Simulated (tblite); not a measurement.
N-ethylethylenediamine, C4H12N2.
Numbering: `[CH3:1][CH2:2][NH:3][CH2:4][CH2:5][NH2:6]` (hydrogens: H7, H8, H9 on C1; H10, H11 on C2; H12 on N3; H13, H14 on C4; H15, H16 on C5; H17, H18 on N6)

Computed with GFN2-xTB (tblite), gas phase: Langevin dynamics at 200 K from the optimised GFN2-xTB geometry, time step 0.5 fs, friction 0.01 fs⁻¹, 2000 steps. The instantaneous temperature is 2·E(kin)/(3Nk) with all 3N coordinates.

| t (fs) | T (K) | E(pot) above start (eV) | C1–C2 (Å) | C2–N3 (Å) | N3–C4 (Å) | C4–C5 (Å) | C5–N6 (Å) | C1–H7 (Å) | C1–C2–N3–C4 (°) |
| --- | --- | --- | --- | --- | --- | --- | --- | --- | --- |
| 0 | 170 | 0.000 | 1.522 | 1.453 | 1.454 | 1.540 | 1.450 | 1.089 | 176 |
| 50 | 160 | 0.190 | 1.517 | 1.479 | 1.460 | 1.549 | 1.418 | 1.105 | 170 |
| 100 | 149 | 0.317 | 1.527 | 1.455 | 1.429 | 1.551 | 1.499 | 1.093 | 178 |
| 150 | 120 | 0.331 | 1.509 | 1.464 | 1.462 | 1.502 | 1.431 | 1.093 | -176 |
| 200 | 151 | 0.421 | 1.534 | 1.460 | 1.440 | 1.582 | 1.445 | 1.084 | -178 |
| 250 | 162 | 0.535 | 1.532 | 1.505 | 1.467 | 1.540 | 1.454 | 1.082 | 180 |
| 300 | 240 | 0.326 | 1.509 | 1.445 | 1.471 | 1.535 | 1.471 | 1.084 | 179 |
| 350 | 207 | 0.433 | 1.501 | 1.456 | 1.430 | 1.559 | 1.412 | 1.097 | 171 |
| 400 | 215 | 0.272 | 1.526 | 1.448 | 1.491 | 1.540 | 1.469 | 1.112 | 161 |
| 450 | 170 | 0.323 | 1.525 | 1.478 | 1.466 | 1.514 | 1.460 | 1.098 | 158 |
| 500 | 172 | 0.428 | 1.559 | 1.452 | 1.473 | 1.589 | 1.441 | 1.079 | 161 |
| 550 | 173 | 0.379 | 1.531 | 1.454 | 1.481 | 1.508 | 1.480 | 1.118 | 175 |
| 600 | 176 | 0.304 | 1.510 | 1.460 | 1.474 | 1.574 | 1.447 | 1.070 | -172 |
| 650 | 160 | 0.376 | 1.523 | 1.483 | 1.395 | 1.545 | 1.482 | 1.112 | -166 |
| 700 | 139 | 0.490 | 1.517 | 1.447 | 1.466 | 1.617 | 1.446 | 1.087 | -165 |
| 750 | 247 | 0.345 | 1.529 | 1.436 | 1.440 | 1.506 | 1.490 | 1.119 | -164 |
| 800 | 158 | 0.523 | 1.507 | 1.462 | 1.486 | 1.518 | 1.409 | 1.077 | -163 |
| 850 | 170 | 0.472 | 1.593 | 1.451 | 1.413 | 1.580 | 1.450 | 1.131 | -174 |
| 900 | 212 | 0.477 | 1.485 | 1.422 | 1.468 | 1.515 | 1.478 | 1.037 | 170 |
| 950 | 218 | 0.325 | 1.535 | 1.432 | 1.451 | 1.546 | 1.476 | 1.164 | 169 |
| 1000 | 122 | 0.453 | 1.528 | 1.444 | 1.486 | 1.585 | 1.403 | 1.040 | 169 |

Problem. From 500 fs on, how do temperature and potential energy compare with equipartition?

Solution. The mean temperature of these 11 frames is 177 K against the target 200 K, and the mean potential energy 0.42 eV against 48 × kT/2 = 0.41 eV for 48 classical harmonic modes. For 18 atoms in a canonical ensemble the temperature itself scatters by T·√(2/(3N)) = 38 K; here its standard deviation is 35 K. The whole run lasts only 10 friction times of 100 fs, so these averages carry a wide statistical error.

Problem. What are the kinetic and total energies of the listed frame with the highest potential energy?

Solution. The one at 250 fs, 0.535 eV above the start. Its kinetic energy is 3NkT/2 = 0.377 eV at 162 K, so the sum is 0.91 eV; over the listed frames the sum runs from 0.39 to 0.97 eV, since the thermostat adds and removes energy.

Problem. How much do the listed bonds fluctuate from 500 fs on?

Solution. 
| bond | at the start (Å) | mean (Å) | standard deviation (Å) |
| --- | --- | --- | --- |
| C1–C2 | 1.522 | 1.529 | 0.027 |
| C2–N3 | 1.453 | 1.449 | 0.016 |
| N3–C4 | 1.454 | 1.458 | 0.029 |
| C4–C5 | 1.540 | 1.553 | 0.036 |
| C5–N6 | 1.450 | 1.455 | 0.028 |
| C1–H7 | 1.089 | 1.094 | 0.037 |

The motion is classical and holds no zero-point motion.

What follows is the cost of the whole dynamics run. The run took 5.3 s of wall time on one thread of an AMD EPYC 9B45, shared host, and the process peaked at 0.18 GiB of memory.
